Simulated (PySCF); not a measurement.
Isomers of H6SSi2, one GFN2-xTB conformer each. Single-point energies are computed at PBE0/pcSseg-1 (PySCF, gas phase, no added dispersion term), electronic only.

| SMILES | GFN2-xTB relative energy (kcal/mol) |
| --- | --- |
| [SiH3][SiH2]S | 27.7 |
| [SiH3]S[SiH3] | 0.0 |

Conformers: `[SiH3:1][SiH2:2][SH:3]` with Si1–Si2–S3–H -54°.

Q: What does PBE0/pcSseg-1 give for the same structures?

A: 
| SMILES | PBE0/pcSseg-1 E (Eh) | PBE0/pcSseg-1 (kcal/mol) | GFN2-xTB (kcal/mol) | point group |
| --- | --- | --- | --- | --- |
| [SiH3]S[SiH3] | -980.38393 | 0.0 | 0.0 | C2v |
| [SiH3][SiH2]S | -980.36595 | 11.3 | 27.7 | – |

Both levels put the same isomer lowest. As drawn, the higher has an S–H bond and an Si–Si bond, which the lower lacks.

Q: Which frontier levels, dipoles and rotational constants go with these structures?

A: 
```
       SMILES  HOMO (eV, PBE0/pcSseg-1)  LUMO (eV)  dipole (D)      A, B, C (MHz)
[SiH3]S[SiH3]                     -7.31      -0.28        1.66  10467, 2623, 2203
[SiH3][SiH2]S                     -7.25      -0.51        1.73  10624, 2187, 1905
```
